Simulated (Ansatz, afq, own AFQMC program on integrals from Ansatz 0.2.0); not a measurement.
# Breaking C3–N2 in C₂H₅N, singlet

```xyz
8

C    -0.7147    0.7527   -0.7923
N     0.4425    0.3112   -0.5547
C     0.6268   -0.5647    0.5666
H    -1.6048    0.5005   -0.1781
H    -0.8762    1.4255   -1.6474
H    -0.2991   -0.7744    1.1405
H     1.0500   -1.5204    0.2165
H     1.3756   -0.1304    1.2489
```

Products: CH$_{3}$ (doublet; CH3) and CH₂N (doublet; CH2–N), each relaxed with PBE0/def2-SVP like the molecule; electronic energies without zero-point terms. Determinants: RHF, UHF and ROHF in that order.

Basis def2-TZVP. Noble-gas cores (and the filled d shells of Ga–Kr and In–Xe) are frozen. Integrals, coupled cluster, full CI and functionals: Ansatz 0.2.0; the random walks run on the same integrals in our own AFQMC program. ph-AFQMC/CISD is guided by a CISD state made of CCSD amplitudes; releasing the constraint for a short imaginary time cuts its bias at the price of noise, slowly where states lie close. ± is one standard error of the sampling. The errors of all members are added in quadrature.

No full CI on the walks' own integrals is used here. The released AFQMC energy serves as the reference, which it does only where one determinant dominates, the energy is flat over the last release times and near the phaseless one (40 meV or 2 meV an electron, half that with transition metals). On small molecules, where full CI could be run and the noise was under 10 meV, such values lay within 10 meV of it in 19 cases of 20, a flattering rate, since the rule was set on those same cases; what remains of the bias isn't in the error bar. Each member takes its own surest rung, up to full CI.

Errors are counted within def2-TZVP, not against nature.

Cautions: C₂H₅N (singlet): the released value is read at 1.50 1/Eh with a noise of 11 meV, more than in the cases checked (meV from the phaseless value at times in 1/Eh: -3 ± 6 at 0.24, -6 ± 9 at 0.51, -2 ± 9 at 0.99, 14 ± 11 at 1.50); CH2N (doublet): its ph-AFQMC/CISD value lies 16 ± 5 meV above CCSDT(Q).

Reference (AFQMC with the constraint released): 316.5 ± 1.1 kJ/mol.

| level | bond energy (kJ/mol) | error against released AFQMC (kJ/mol) |
| --- | --- | --- |
| HF | 204.7 | -111.8 ± 1.1 |
| MP2 | 351.1 | 34.6 ± 1.1 |
| CCSD | 308.1 | -8.4 ± 1.1 |
| CCSD(T) | 319.3 | 2.9 ± 1.1 |
| ph-AFQMC/CISD | 319.5 ± 0.8 | 3.1 ± 1.3 |

Correlation beyond CCSD(T) takes off 2.9 ± 1.1 kJ/mol. The perturbative (T) step is worth +11.3 kJ/mol.

A walk keeps the symmetry of its determinant, which the program's search chose and which needn't be the lowest solution, so a lower state of the same spin and another symmetry isn't excluded. Released energies are given only where the last usable release times agree within the noise; a slower fall can still hide under it.
